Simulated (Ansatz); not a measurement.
What a trial cell of Rb2Ir relaxes into

These are results of Ansatz 0.2.0, DFT PBE, scalar-relativistic, plane waves, PAW, not measurements.

Rb2Ir was placed on the cubic Laves (C15) structure type (Fd-3m, No. 227), with Ir in place of Mg, Rb in place of Cu, at a guessed volume.

Input of the last, converged step (default PAW datasets):

```yaml
crystal:
  lattice:
    - [0.0, 4.5840941943, 4.5840941943]
    - [4.5840941943, 0.0, 4.5840941943]
    - [4.5840941943, 4.5840941943, 0.0]
  atoms:
    - { symbol: Rb, position: [0.625, 0.625, 0.625] }
    - { symbol: Rb, position: [0.125, 0.625, 0.625] }
    - { symbol: Rb, position: [0.625, 0.625, 0.125] }
    - { symbol: Rb, position: [0.625, 0.125, 0.625] }
    - { symbol: Ir, position: [0.0, 0.0, 0.0] }
    - { symbol: Ir, position: [0.25, 0.25, 0.25] }
basis:
  ecutwfc: 420
kpoints:
  mp_grid: { grid: [8, 8, 8] }
hamiltonian:
  xc: pbe
scf:
  occupations: { method: gaussian, width: 0.1 }
output:
  forces: true
  stress: true
  eigenvalues: true
relax:
  adjacent_minimum: "off"
  f_tol: 0.01
  max_steps: 80
  cell: { stress_tol: 0.05 }
```

Launched as:

```bash
ansatz run input.yaml --threads 1 --pin off --max-ram 2560MiB --backend cpu --events-out ev --progress --plain --runs-dir out
```

It took 58 s on 1 thread of Arm Neoverse V1, with other jobs on the host, peak memory 0.52 GiB.

The program printed at the end:

```
SCF converged after 6 iterations
Free energy (F): -36930.452532 eV
Harris-Foulkes:  -36930.452532 eV  (|F-HF|=0.00e0)
Internal energy: -36930.345741 eV  (E = F + TS)
E sigma→0 (E₀):  -36930.399136 eV
Entropy (-TS):   -0.106791 eV (-17.798 meV/atom)
Fermi energy:    8.198999 eV
--- Per-component energies (eV) ---
  E_band       = -902.810965
  E_kinetic    = 2017.415511
  E_local      = -6344.551319  (includes V_loc(G=0)·N_el)
  E_nonlocal   = 846.673166
  E_hartree    = 2166.030386
  E_xc         = -1052.537658
  E_vxc        = -1139.791725  (∫ρ·V_xc dr)
  E_paw        = -28920.792151  (= ΣΔE_a)
  E_vpaw       = -614.617374  (= ΣTr[D̂ρ^β])
  E_aug_tail   = 0.000123  (compensation charges beyond the density's cutoff)
  E_ewald      = -5642.583799
  E_smearing   = -0.106791  (= −TS)
  E_closure    =  0.000000  (closes the sum)
  Σ components = -36930.452532   (vs F -36930.452532, Δ=0.00e0)
--- Forces (eV/Å), atoms counted from 1 ---
  atom   1  Rb     0.00000000     0.00000000     0.00000000
  atom   2  Rb     0.00000000     0.00000000     0.00000000
  atom   3  Rb     0.00000000     0.00000000     0.00000000
  atom   4  Rb     0.00000000     0.00000000     0.00000000
  atom   5  Ir     0.00000000     0.00000000     0.00000000
  atom   6  Ir     0.00000000     0.00000000     0.00000000
  max |Σ_I F_I| component: 9.25e-18 eV/Å
--- Stress (GPa, compression-positive) ---
        0.000784       0.000000       0.000000
        0.000000       0.000784       0.000000
        0.000000       0.000000       0.000784
  P = ⅓ Tr σ = 0.0008 GPa (0.008 kbar)
--- Relaxed structure (3 steps of the walk, 3 accepted, 1 SCFs on fresh bases) ---
  F+E_penalty+E_count = -36930.45253158 eV   max|allowed force component| = 7.710e-17 eV/Å   (the final SCF, on the basis selected at the relaxed cell)
  cell:  # Å, volume = 194.3847 Å³
    - [0.000000, 4.597736, 4.597736]
    - [4.597736, 0.000000, 4.597736]
    - [4.597736, 4.597736, 0.000000]
  atoms:
    - { symbol: Rb, position: [0.625, 0.625, 0.625] }
    - { symbol: Rb, position: [0.125, 0.625, 0.625] }
    - { symbol: Rb, position: [0.625, 0.625, 0.125] }
    - { symbol: Rb, position: [0.625, 0.125, 0.625] }
    - { symbol: Ir, position: [0.000000, 0.000000, 0.000000] }
    - { symbol: Ir, position: [0.25, 0.25, 0.25] }
```

Absolute energies hang on the potentials; compare differences alone.

The result has space group Fd-3m (No. 227). Rb is coordinated by 6 Rb at 3.25 Å and 6 Ir at 3.81 Å; around Ir lie 12 Rb at 3.81 Å and 4 Ir at 3.98 Å.

Against the elements it lies at 1.60 eV/atom. Formation energies are uncorrected and refer to the elements' standard structures at the same level.

The k mesh leaves about 4 meV/atom of noise in metals. Spin–orbit coupling is left out.

Symmetry constrained the relaxation, so the result can be a saddle point.